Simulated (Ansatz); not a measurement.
A calculation with Ansatz (development build ahead of 0.2.0).

```yaml
crystal:
  periodic: [false, false, false]
  atoms:
    - { symbol: C, position_ang: [0.0, -0.04063, -0.53526] }
    - { symbol: "N", position_ang: [0.0, -0.06517, 0.62753] }
    - { symbol: H, position_ang: [0.0, 0.81321, 0.97361] }
    - { symbol: H, position_ang: [0.0, -0.91569, -1.04822] }
    - { symbol: H, position_ang: [0.0, 0.80243, -1.10655] }
basis:
  gaussian: { orbitals: cc-pVTZ }
hamiltonian:
  xc: hf
```

The input is written out in the form of the current development build from the run's settings.

The run gave:

```yaml
Converged: yes
Total_energy: -94.04465 hartree
Spin_squared_of_the_determinant: 0.000
```

Caution: no unrestricted run beside it, a lower state can exist.
